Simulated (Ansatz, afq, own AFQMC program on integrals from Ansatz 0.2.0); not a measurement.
Integrals from Ansatz 0.2.0, then the random walk in our own AFQMC program (afq).

```yaml
crystal:
  periodic: [false, false, false]
  atoms:
    - {symbol: Ge, position_ang: [-0.005043, 0.012151, 0.252075]}
    - {symbol: C, position_ang: [-0.005043, -0.089745, -1.495412]}
    - {symbol: H, position_ang: [-0.005043, 1.339205, 1.010835]}
    - {symbol: H, position_ang: [-0.005043, -1.250107, 1.102168]}
    - {symbol: H, position_ang: [0.433578, 0.104620, -2.459998]}
basis:
  gaussian: {orbitals: cc-pVDZ}
magnetization: {spin_polarized: false, initial_magnetization: 1}
correlation: {method: ccsd_t, electrons: outside_noble_gas, hamiltonian_folder: ham}
```

```sh
$ ansatz run in.yaml --threads 1 --pin off --events-out ev --progress --plain --max-ram 1382MiB
```

afq runs on the folder ham with

```
--method phaseless --trial hf --walkers 120 --populations 1 --least-time 40 --time-step 0.005 --steps-per-block 20 --equilibration-blocks 160 --max-blocks 600 --target-error 0.002400 --factor-cut 1e-05 --start spin_pure --seed 5763 --taylor-order 6
```

Times are imaginary, in 1/Eh. The walk had a cap of 1706 s. Filled inner d shells are frozen with the cores.

```
orbitals 41  electrons 6 5  factors 335 of 590
reference energy -2114.80121780 Eh
CCSD correlation -0.24838993 Eh in 15 cycles, weight of the determinant in the CISD state 0.8458
energy of the start -2114.801221 Eh
 block  time / (1/Eh)  mean weight  energy / Eh
     1     0.100  1.0015  -2114.846096
     2     0.200  0.9999  -2114.883974
     3     0.300  1.0016  -2114.909721
     4     0.400  1.0014  -2114.933759
     5     0.500  1.0010  -2114.945200
     7     0.700  1.0015  -2114.984870
     9     0.900  1.0015  -2115.006185
    15     1.500  1.0010  -2115.056049
    43     4.300  1.0001  -2115.041080
    57     5.700  0.9990  -2115.028015
    71     7.100  1.0016  -2115.040294
    99     9.900  0.9987  -2115.042894
   127    12.700  0.9993  -2115.078037
   155    15.500  1.0008  -2115.072155
   183    18.300  1.0014  -2115.075602
   211    21.100  0.9994  -2115.056837
   239    23.900  0.9994  -2115.067231
   267    26.700  1.0022  -2115.058303
   295    29.500  1.0020  -2115.050046
   323    32.300  0.9981  -2115.074006
   351    35.100  0.9999  -2115.070441
   379    37.900  1.0001  -2115.045071
   407    40.700  0.9997  -2115.070740
   435    43.500  0.9983  -2115.053367
   463    46.300  1.0002  -2115.060458
   491    49.100  0.9997  -2115.051220
   505    50.500  1.0000  -2115.108050
   519    51.900  0.9997  -2115.094810
   547    54.700  0.9998  -2115.057951
blocks merged  error / Eh  count
     1  0.000981  400
     2  0.001304  200
     4  0.001704  100
     8  0.002157  50
    16  0.002376  25
    32  0.002986  12
energy -2115.061419 +/- 0.002376 Eh
(rows thinned)
```

(1) Estimate how long the walk took on 1 thread of Arm Neoverse V2, on a shared host.

The run passed its tests (sampling time, drift between the halves within three errors, error under three times the target), which doesn't prove that it has relaxed.

Against this walk (error 64.6 meV) on the same determinant: CCSD(T) 66.7 meV higher (within the noise), a separate phaseless walk with a CISD trial and standard settings 10.7 ± 67.9 meV lower (within the noise). The error is statistical and leaves out the bias of the constraint. None of these is a sure reference here.

Cautions: constraint bias not in the error; no relativity below Rb; no spin-orbit coupling; inner d shell frozen; higher spins were not checked; a spin-contaminated unrestricted determinant lies lower (UHF 580 meV lower, ⟨S²⟩ 1.33).

Answers

(1) 3.8 min of wall time.
